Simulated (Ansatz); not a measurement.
System: hcp Ru. Method: revPBE (Ansatz, a program for electronic structure, plane waves, PAW).

Settings: plane-wave cutoff 520 eV, 30×30×16 k mesh (along the axes of the cell as run), Fermi–Dirac smearing 0.058 eV (set by the program), no spin polarisation, scalar-relativistic PAW data made under PBE.

Cell (relaxed at this level):

Space group P6₃/mmc (No. 194); a = b = 2.731 Å, c = 4.306 Å, α = β = 90.00°, γ = 120.00°

```json
[
 {"atom": "Ru", "site": "2c", "symmetry": "-6m2", "x": "0.3333", "y": "0.6667", "z": "0.2500"}
]
```

Estimate the elastic constant C11, elastic constant C33, Young modulus, Voigt–Reuss–Hill bulk modulus, elastic constant C12, elastic constant C13, elastic constant C44 and elastic constant C66 that the calculation returns.


- elastic constant C11 = 547 GPa
- elastic constant C33 = 619 GPa
- Young modulus = 473 GPa
- Voigt–Reuss–Hill bulk modulus = 300 GPa
- elastic constant C12 = 172 GPa
- elastic constant C13 = 160 GPa
- elastic constant C44 = 182 GPa
- elastic constant C66 = 187 GPa

Measured, for comparison: elastic constant C11 563 GPa, elastic constant C33 624 GPa, elastic constant C12 188 GPa, elastic constant C13 168 GPa, elastic constant C44 181 GPa (temperature not stated, no zero-point or thermal correction; as tabulated in Mehl and Papaconstantopoulos (1996), arXiv:mtrl-th/9602003). Computed (rounded) less measured: elastic constant C11 -3 %, elastic constant C33 -0.8 %, elastic constant C12 -9 %, elastic constant C13 -5 %, elastic constant C44 +0.6 %.

Elastic constants are with the ions relaxed.
